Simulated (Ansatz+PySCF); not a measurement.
## singlet AlH: levels of theory in one basis

```xyz
2

Al    0.0000    0.0000   -0.1096
H     0.0000    0.0000    1.4247
```

Basis set: def2-SVP (spherical functions). Correlated methods keep 5 orbitals frozen. Charge 0, multiplicity 1.

Computed with Ansatz (development build ahead of 0.2.0); each method stands on the lowest determinant of its kind that the runs found. NEVPT2 correlates all electrons. Active spaces start from the frontier orbitals, and the lowest solution found is given.

```csv
method,E − E(RHF) (eV),<S²> of the determinant
RHF,0.00,0.00
UHF,-0.01,0.15
UHF-MP2,-1.29,0.15
RHF-CCSD,-1.92,–
UHF-CCSD,-1.92,0.15
RHF-CCSD(T),-1.94,–
full CI (lowest root of this spin),-1.95,–
"CASSCF(4,5)",-1.12,–
"SC-NEVPT2(4,5)",-1.85,–
```

What does RHF-MP2 give on the same scale?

-1.37 eV.

Is a single determinant a sound starting point here?

Only with care. Unrestricted orbitals gain 0.01 eV and <S²> is 0.15 against 0.00 for a pure state, so spin symmetry breaks but gains little energy; restricted orbitals can still serve. The CASSCF(4,5) natural occupations are 1.98, 1.88, 0.06, 0.06, 0.02.

Caution for UHF, UHF-MP2, UHF-CCSD: the unrestricted determinant is spin contaminated; the determinant breaks the point group. Caution for UHF-MP2: another reference gives a lower total.
